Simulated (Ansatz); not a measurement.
Relaxed structures of CH5AlB, doublet (PBE0-D4/def2-TZVP; forces vanish, vibrations not checked; lower isomers may exist, and structures with a doubtful reference or unclear bonds are left out; Å). Computed with Ansatz 0.2.0 (basis: def2-TZVPP); correlated methods freeze the cores; orbitals are unrestricted.

(1) Rank them by CCSD(T) energy, lowest first, and give each one's height above the lowest. Links in brackets join atoms within 1.22 times the sum of their covalent radii (1.1 for two metals). (Judge from chemistry; the value comes from the calculation.)
A.
CH₅AlB ([CH3][B][AlH2])
```
8
angstrom
C -0.6684 1.3695 -0.3591
B 0.0310 0.0534 -0.0483
Al 0.8942 -1.7249 0.4196
H -0.9850 1.4775 -1.4014
H -0.1150 2.2619 -0.0500
H -1.5890 1.3436 0.2473
H 2.2744 -2.1075 -0.2679
H 0.1577 -2.6737 1.4598
```
B.
CH₅AlB ([BH]1[CH2][AlH2]1)
```
8
angstrom
C 0.3623 -0.8189 0.1409
B -0.1386 -0.4266 -1.1574
Al -0.5052 1.1188 0.3943
H 0.1632 -0.2901 -2.2957
H 0.2066 2.4906 0.0443
H -1.6792 0.9736 1.4447
H 1.4052 -1.1054 0.2879
H -0.2846 -1.1198 0.9683
```
C.
CH₅AlB ([CH3][BH][AlH])
```
8
angstrom
C -0.7537 1.3481 -0.4331
B 0.1392 0.4589 0.4971
Al 0.6487 -1.5257 0.2734
H -1.3460 0.8274 -1.1865
H -0.1277 2.0891 -0.9473
H -1.4361 1.9394 0.1911
H 0.7881 1.0077 1.3538
H 0.3197 -2.9932 0.8094
```
D.
CH₅AlB ([BH2][Al][CH3])
```
8
angstrom
C -0.7921 1.5411 -0.3794
B 0.9815 -1.8813 0.4539
Al 0.0937 -0.1475 0.0252
H -1.0398 1.6247 -1.4408
H -0.1751 2.3997 -0.1017
H -1.7284 1.6118 0.1840
H 2.0226 -2.1540 -0.0714
H 0.4599 -2.6269 1.2327
```

No T1 diagnostic of these runs exceeds 0.029. ⟨S²⟩ of the unrestricted Hartree–Fock references: 0.76 to 0.80 (a pure state has 0.75). The unrestricted reference is spin-contaminated, which hurts MP2 most.

Answers

(1) By the calculation: D (0.0 kJ/mol), C (14.6 kJ/mol), B (31.6 kJ/mol), A (49.1 kJ/mol). Heights count from the lowest.

For scale, one of the runs: CCSD(T)/def2-TZVPP, 174 basis functions, launched by `ansatz run in.yaml --threads 2 --pin off --events-out ev --progress --plain --max-ram 4352MiB`. Hardware: 2 CPU threads of an Intel Xeon Platinum 8259CL, shared host. Wall time 62 s; peak host memory 3.6 GiB.
